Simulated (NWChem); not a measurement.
Species: NO anion, triplet

Program: NWChem. Pople sets run with spherical d functions. Spin-unrestricted. Sets without diffuse functions describe the anion's extra electron poorly. The geometry was optimised at B3LYP/def2-SVPD, spin-unrestricted. No stability test was run on the SCF state. The highest occupied level is positive in some or all of these runs, so the extra electron may be held by the finite basis. Total energies compare along this basis series because the functional is fixed.

| level | basis functions | energy (Ha) | highest occupied level (eV) | lowest empty minus highest occupied level, either spin (eV) |
|---|---|---|---|---|
| PBE/STO-3G | 10 | -127.8119 | 12.90 | 2.32 |
| PBE/3-21G | 18 | -128.9703 | 7.04 | 2.11 |
| PBE/6-31G* | 28 | -129.7242 | 5.75 | 2.09 |
| PBE/6-31+G* | 36 | -129.7753 | 3.55 | 1.81 |
| PBE/6-311G** | 36 | -129.7726 | 5.30 | 2.07 |
| PBE/6-311++G** | 44 | -129.8106 | 3.55 | 1.82 |
| PBE/def2-TZVPD | 77 | -129.8190 | 3.94 | 1.74 |
| PBE/def2-QZVP | 114 | -129.8242 | 4.00 | 1.96 |
